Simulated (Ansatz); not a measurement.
# CH5AlO: one structure at several levels

One table from this session's results is given with a row withheld; the runs are named, their logs left out.

Computed with Ansatz 0.2.0, Gaussian basis. Level: single points in def2-TZVPP.

Correlated methods freeze the cores.

## Starting geometry

8 atoms, charge 0, spin multiplicity 1.

Atoms are counted from 1 here; the program's logs count them from 0.

Bond lengths: Al1–H2 1.776 Å, Al1–H3 1.785 Å, Al1–H4 1.641 Å, Al1–O5 2.208 Å, Al1–C6 2.350 Å, O5–C6 1.506 Å, C6–H7 1.007 Å, C6–H8 1.182 Å. Angles: H2–Al1–H3 110.7°, H2–Al1–H4 124.5°, H2–Al1–O5 78.5°, H2–Al1–C6 40.2°, H3–Al1–H4 114.1°, H3–Al1–O5 102.8°, H3–Al1–C6 113.6°, H4–Al1–O5 119.9°, H4–Al1–C6 131.4°, O5–Al1–C6 38.4°, Al1–O5–C6 75.9°, Al1–C6–O5 65.7°, Al1–C6–H7 126.8°, Al1–C6–H8 117.3°, O5–C6–H7 117.5°, O5–C6–H8 111.8°, H7–C6–H8 109.9°.

Geometry (Å):

```xyz
8
CH5AlO
Al   -0.9735    0.4117   -0.6323
H    -0.5035   -0.7961    0.5816
H    -1.0941   -0.3347   -2.2498
H    -2.0523    1.6198   -0.3707
O     1.1904    0.8056   -0.4364
C     0.9189   -0.2705    0.5818
H     1.4174   -1.1399    0.4837
H     1.0296    0.1335    1.6870
```

Set-up of the first run:

Input file run/in.yaml:

```yaml
crystal:
  periodic: [false, false, false]
  atoms:
    - {symbol: Al, position_ang: [-0.973500, 0.411700, -0.632300]}
    - {symbol: H, position_ang: [-0.503500, -0.796100, 0.581600]}
    - {symbol: H, position_ang: [-1.094100, -0.334700, -2.249800]}
    - {symbol: H, position_ang: [-2.052300, 1.619800, -0.370700]}
    - {symbol: O, position_ang: [1.190400, 0.805600, -0.436400]}
    - {symbol: C, position_ang: [0.918900, -0.270500, 0.581800]}
    - {symbol: H, position_ang: [1.417400, -1.139900, 0.483700]}
    - {symbol: H, position_ang: [1.029600, 0.133500, 1.687000]}
basis:
  gaussian: {orbitals: def2-TZVPP}
correlation: {method: ccsd_t}
output: {forces: true}
```

No record of the launch command was kept for these runs.

Among the steps run: CCSD(T)/def2-TZVPP; PBE0-D4/def2-TZVPP; wB97M-V/def2-TZVPP; r2SCAN-D4/def2-TZVPP; PBE-D4/def2-TZVPP; r2SCANh-D4/def2-TZVPP; B97M-V/def2-TZVPP.

One table of the session follows, with a row left open; its other results are not shown here.

| method | RMS force component (eV/Å) | angle to CCSD(T) forces (°) | dipole (D) |
| --- | --- | --- | --- |
| CCSD(T) | 2.231 | reference | 3.69 |
| PBE0-D4 | 2.342 | 3.3 | 3.65 |
| wB97M-V | ? | ? | ? |
| r2SCAN-D4 | 2.261 | 2.7 | 3.55 |
| PBE-D4 | 2.182 | 4.4 | 3.37 |
| r2SCANh-D4 | 2.311 | 2.9 | 3.64 |
| B97M-V | 2.284 | 4.1 | 3.59 |

**Question.** Estimate the row for wB97M-V.

As computed: RMS force component (eV/Å): 2.303; angle to CCSD(T) forces (°): 2.2; dipole (D): 3.76. In the column «RMS force component (eV/Å)» it lies between B97M-V (2.284) and r2SCANh-D4 (2.311).
